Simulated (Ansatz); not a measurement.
# H5NSi: molecular dynamics

The plan is to follow the molecule's vibrations and see whether its bonds hold. The start is relaxed first. Runs: 500 steps of 0.5 fs at constant energy, with velocities drawn for 1000 K. SMILES of the start: N[SiH3].

All numbers below are computed with Ansatz 0.2.0 (RKS B3LYP-D4/def2-SVP).

### 1 Starting point

Bond lengths: Si1–N2 1.820 Å, N2–H3 1.060 Å, N2–H4 1.060 Å, Si1–H5 1.460 Å, Si1–H6 1.459 Å, Si1–H7 1.459 Å. Angles: Si1–N2–H3 120.0°, Si1–N2–H4 120.0°, H3–N2–H4 120.0°, N2–Si1–H5 109.5°, N2–Si1–H6 109.5°, N2–Si1–H7 109.5°, H5–Si1–H6 109.5°, H5–Si1–H7 109.5°, H6–Si1–H7 109.5°.

As a file:

```xyz
7

Si    0.0000    0.0000    0.0000
N     0.0000    0.0000    1.8200
H    -0.8770   -0.2713    2.3500
H     0.8770    0.2713    2.3500
H     1.3768    0.0000   -0.4862
H    -0.6877    1.1914   -0.4862
H    -0.6877   -1.1914   -0.4862
```

### 2 Relaxing the start

Contents of input.yaml:

```yaml
crystal:
  periodic: [false, false, false]
  atoms:
    - { symbol: Si, position_ang: [0.0, 0.0, 0.0] }
    - { symbol: "N", position_ang: [0.0, 0.0, 1.82] }
    - { symbol: H, position_ang: [-0.877, -0.2713, 2.35] }
    - { symbol: H, position_ang: [0.877, 0.2713, 2.35] }
    - { symbol: H, position_ang: [1.3768, 0.0, -0.4862] }
    - { symbol: H, position_ang: [-0.6877, 1.1914, -0.4862] }
    - { symbol: H, position_ang: [-0.6877, -1.1914, -0.4862] }
basis:
  gaussian: { orbitals: def2-SVP }
hamiltonian:
  xc: b3lyp
  dispersion: d4
relax:
  f_tol: 0.02
  max_steps: 40
```

The run is started by

```sh
$ ansatz run input.yaml --threads 1 --pin off --max-ram 2048MiB --backend cpu --events-out ev --progress --plain --runs-dir out
```

Further steps of the session: Dynamics.

Q: Predict the outcome of this session. Wanted: relaxation of the start; temperature, first and last step; temperature, second half; potential energy, second half; largest change of the total energy; bonds formed or broken.

**Answer**, as computed:

| quantity | value |
| --- | --- |
| relaxation of the start | 7 moves, 0.307 eV lower |
| length | 500 steps of 0.5 fs |
| temperature, first and last step | 1000 and 680 K |
| temperature, second half | mean 539 K, from 238 to 787 K |
| potential energy, second half | +43 meV/atom from the start |
| largest change of the total energy | 0.60 meV/atom |
| bonds formed or broken | 0 |

The temperature starts at 1000 K and averages 539 K in the second half, where it ranges from 238 to 787 K. About half is expected from a start at a minimum: kinetic energy passes into potential energy until both shares match. The total energy strays from its start by at most 0.60 meV/atom, 1.2 % of the mean kinetic energy, so a step of 0.5 fs is short enough over this time. No bond forms or breaks. A run of 250 fs with 7 atoms shows the motion but fixes no equilibrium value. The nuclei move classically, without zero-point motion, which matters most for hydrogen.
